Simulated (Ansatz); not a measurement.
Abridged output of a molecular run in Ansatz:

```
Functional definition: HF
1081 factors; integrals over basis functions are off by at most 1.4e-3 eV
mean field evaluation 1: about -11057.9243 eV, gradient 4.6e1 eV
mean field evaluation 2: about -11058.0832 eV, gradient 4.6e1 eV
mean field evaluation 4: about -11062.3184 eV, gradient 3.7e0 eV
mean field evaluation 8: about -11062.3676 eV, gradient 2.3e-1 eV
mean field -11062.36782038 eV, -406.5345190567 hartree, gradient 2.7e-6 eV, S^2 0.000000; 0 other end points of the search recorded, 0 dependent functions left out
6 core orbitals not correlated: weight in the atoms' cores, before any rotation towards them, 1.000 or more for the frozen orbitals, at most 0.000 for the correlated occupied ones
reference -11062.36782038 eV, -406.5345190567 hartree; 19, 19 occupied and 84, 84 virtual orbitals, 1081 factors
second order -27.12931391 eV of doubles, -0.00000000 eV of singles
cycle   1  -27.43159710 eV  change   -3.0e-1 eV  update   1.0e-1
cycle   2  -27.99044172 eV  change   -5.6e-1 eV  update   2.8e-2
cycle   3  -28.13223086 eV  change   -1.4e-1 eV  update   1.4e-2
cycle   4  -28.12668844 eV  change    5.5e-3 eV  update   2.7e-3
cycle   5  -28.12597803 eV  change    7.1e-4 eV  update   1.1e-3
cycle   6  -28.12640050 eV  change   -4.2e-4 eV  update   3.3e-4
cycle   7  -28.12618985 eV  change    2.1e-4 eV  update   1.1e-4
cycle   8  -28.12610330 eV  change    8.7e-5 eV  update   3.5e-5
cycle   9  -28.12610585 eV  change   -2.6e-6 eV  update   1.2e-5
perturbative correction -0.65610942 eV, -0.0241115766 hartree
Total energy: -11091.15003565 eV, -407.5922459587 hartree
```

Its atoms:

Z-matrix (Å, degrees):
```
C
C 1 1.521
N 1 1.452 2 107.9
H 1 1.091 2 107.0 3 -117.3
H 1 1.095 2 108.7 3 125.8
F 2 1.373 1 108.7 3 -78.0
O 2 1.346 1 112.6 3 44.3
F 2 1.346 1 110.5 3 166.7
H 3 1.010 1 111.9 2 -157.0
H 3 1.012 1 111.4 2 81.7
H 7 0.975 2 104.6 1 -28.3
```

Which basis set was used?
A. cc-pV(Q+d)Z
B. cc-pV(T+d)Z
C. def2-TZVPPD
D. def2-SVP

D. It gives 109 functions.

Write the keys of the input that set method, charge and spin (a neutral closed shell needs none for the last two).


```yaml
correlation: {method: ccsd_t}
```
